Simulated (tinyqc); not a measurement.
Worked calculation: Hueckel theory of the pi electrons, for the molecule c1ccsc1 (SMILES; centres numbered as the heavy atoms are written). Computed by tinyqc, a small Python program that keeps every step. Settings: charge = 0. Command: `OMP_NUM_THREADS=1 python tinyqc.py 26171 26172 out.jsonl` (the two numbers bound the seeds that draw the settings). One thread of a shared host (Intel(R) Xeon(R) Processor @ 2.60GHz), about 0.01 s of CPU time with the checks.

## The Hueckel matrix

Centres:
```
centre,"z_r, pi electrons of the neutral centre",h
1C,1,0.0000
2C,1,0.0000
3C,1,0.0000
4S,2,1.0300
5C,1,0.0000
```

Bonds:
```
i,j,k
1,2,1
2,3,1
3,4,0.6000
4,5,0.6000
5,1,1
```

H_rr = alpha + h_r beta, H_rs = k_rs beta for bonded centres.

Hueckel matrix in units of beta (H = alpha + beta A):
```
,1C,2C,3C,4S,5C
1C,0.0000,1.0000,0.0000,0.0000,1.0000
2C,1.0000,0.0000,1.0000,0.0000,0.0000
3C,0.0000,1.0000,0.0000,0.6000,0.0000
4S,0.0000,0.0000,0.6000,1.0300,0.6000
5C,1.0000,0.0000,0.0000,0.6000,0.0000
```

## Orbitals

pi electrons, sum of z_r less the charge = 6

Diagonalise; E = alpha + x beta with beta < 0, so the largest x are filled first; degenerate levels share their electrons. P = sum n_i c_ri c_si; each orbital has its largest coefficient positive (the first on a tie).

x values: 1.9123  1.0173  0.6180  -0.8996  -1.6180

occupations: 2.0000  2.0000  2.0000  0.0000  0.0000

coefficients:
```
,MO1,MO2,MO3,MO4,MO5
1C,0.4384,-0.4622,-0.3717,-0.3070,0.6015
2C,0.4384,-0.4622,0.3717,-0.3070,-0.6015
3C,0.3999,-0.0080,0.6015,0.5831,0.3717
4S,0.5439,0.7567,0.0000,-0.3626,0.0000
5C,0.3999,-0.0080,-0.6015,0.5831,-0.3717
```

charge and bond-order matrix P:
```
,1C,2C,3C,4S,5C
1C,1.0879,0.5351,-0.0892,-0.2226,0.8052
2C,0.5351,1.0879,0.8052,-0.2226,-0.0892
3C,-0.0892,0.8052,1.0436,0.4229,-0.4036
4S,-0.2226,-0.2226,0.4229,1.7370,0.4229
5C,0.8052,-0.0892,-0.4036,0.4229,1.0436
```

## Energy, charges, bond orders

E = sum n x; q_r = z_r - P_rr; bond order p = P_rs; free valence = sqrt(3) - sum of p over the bonds of the atom.

pi energy = 6 alpha + this times beta = 7.0952

pi charges: 1C -0.0879, 2C -0.0879, 3C -0.0436, 4S 0.2630, 5C -0.0436

Bond orders and lengths from R = 1.517 - 0.180 p (angstrom, C-C alone):
```
bond,p,R
1-2,0.5351,1.4207
2-3,0.8052,1.3721
3-4,0.4229,-
4-5,0.4229,-
5-1,0.8052,1.3721
```

free valence of the carbons: 1C 0.3917, 2C 0.3917, 3C 0.5039, 5C 0.5039

gap between the highest filled and the next level = 1.5176 |beta|
